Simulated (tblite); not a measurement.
`C1CC(C1)P=C`. Structure optimised with GFN2-xTB, isolated species.

```
atom  x, y, z in Å
C1     2.7086    0.2530    0.0537
P2     1.6555   -1.0186   -0.1406
C3     0.1693   -0.1240   -0.8479
C4    -1.1117   -0.9756   -0.9019
C5    -1.6939   -0.1518    0.2552
C6    -0.5306    0.8407    0.1298
H7     2.4718    1.2721   -0.2059
H8     3.6894    0.0799    0.4631
H9     0.4634    0.3218   -1.8021
H10   -1.6629   -0.8616   -1.8340
H11   -0.9786   -2.0378   -0.6996
H12   -1.6914   -0.6910    1.2005
H13   -2.6857    0.2625    0.0861
H14   -0.8166    1.7823   -0.3357
H15    0.0089    1.0562    1.0517
```

(1) Which two atoms are farthest apart?

(2) Work out the bond lengths C1=P2, P2–C3, C3–C4, C3–H9, C4–C5, C4–H10, C4–H11 in Å.

(3) What is the repulsion energy of the bare nuclei, Σ ZA·ZB/RAB?

(4) Where is the centre of mass (commonest isotopes), and what is the radius of gyration?

(5) Give the dihedral angles C4–C5–C6–H14, H13–C5–C6–C3, C4–C5–C6–C3.

(6) What are the angles C1–P2–C3, P2–C3–H9, C3–C4–H11, C3–C6–H14, H14–C6–H15?

(7) Write the matrix of distances between heavy atoms (Å, lower triangle).

## Answers

(1) H8···H13, 6.39 Å; the next longest distance is 5.90 Å.

(2) For C1=P2 the difference vector is (-1.0531, -1.2716, -0.1943) Å, of length 1.6624 Å. C1=P2 1.662; P2–C3 1.873; C3–C4 1.539; C3–H9 1.093; C4–C5 1.535; C4–H10 1.089; C4–H11 1.089 Å.

(3) 285.29 Eh over 105 pairs, with full nuclear charges and distances in bohr; the largest single term is 28.65 Eh (C1 with P2).

(4) Mass 100.044 u; centre at (0.445, -0.322, -0.222) Å; Rg = √(Σ m r²/M) = 1.789 Å. As Ia + Ib + Ic = 2 Σ m r², the three principal moments sum to 640.7 u·Å².

(5) C4–C5–C6–H14 105° (anticlinal); H13–C5–C6–C3 -128° (anticlinal); C4–C5–C6–C3 -10° (synperiplanar). Dihedral signs follow IUPAC: positive where, seen along the central bond, the front bond turns clockwise onto the rear one.

(6) From the scalar product of the two bond vectors; for C1–P2–C3 it is -0.5650 Å² over 1.6624 × 1.8733 Å², cos θ = -0.1814. C1–P2–C3 100.5°; P2–C3–H9 108.1°; C3–C4–H11 115.5°; C3–C6–H14 112.9°; H14–C6–H15 108.7°.

(7) 
```
C1    0.000
P2    1.662  0.000
C3    2.721  1.873  0.000
C4    4.125  2.870  1.539  0.000
C5    4.426  3.482  2.165  1.535  0.000
C6    3.293  2.883  1.542  2.168  1.534  0.000
```

Its GFN2-xTB frequencies are all real (lowest 31 cm⁻¹). The numbers are those of one conformer.

The numbers are calculated, not measured.
